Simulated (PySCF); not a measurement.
Species, as SMILES: F (HF).
Geometry (B3LYP-D3(BJ)/def2-TZVP, fixed):
```xyz
2

F      0.0000     0.0000    -0.0925
H      0.0000     0.0000     0.8321
```

How fast the lowest singlet excitation energy converges with the basis for several methods (PySCF): deviation from each method's own reference, in eV. References: CAM-B3LYP 9.606 eV, the value in d-aug-cc-pVTZ; PBE 8.741 eV, the value in d-aug-cc-pVTZ; PBE0 9.725 eV, the value in d-aug-cc-pVTZ. All functions are spherical. Density fitting with generated auxiliary sets. No added dispersion term, no relativity. Tamm-Dancoff approximation, the state taken by its order.

```csv
basis,functions,CAM-B3LYP,PBE,PBE0
6-31G**,19,0.612,1.086,0.835
def2-SVPD,31,0.489,0.703,0.558
aug-cc-pVDZ,32,-0.030,-0.012,-0.015
aug-pcseg-1,32,0.048,0.075,0.085
"6-311++G(2d,2p)",37,-0.008,0.087,0.035
def2-TZVP,37,0.370,0.708,0.497
def2-TZVPP,45,0.398,0.734,0.519
jun-cc-pV(T+d)Z,53,0.617,0.968,0.698
"6-311++G(3df,3pd)",57,0.021,0.111,0.061
def2-QZVPPD,99,0.243,0.445,0.293
aug-pcseg-3,134,-0.001,0.012,0.004
aug-cc-pV5Z,207,0.001,0.012,0.004
```

Mean absolute deviation over 6-311++G(2d,2p), def2-TZVP, def2-TZVPP, jun-cc-pV(T+d)Z, 6-311++G(3df,3pd): CAM-B3LYP 0.283, PBE0 0.362, PBE 0.522 eV.
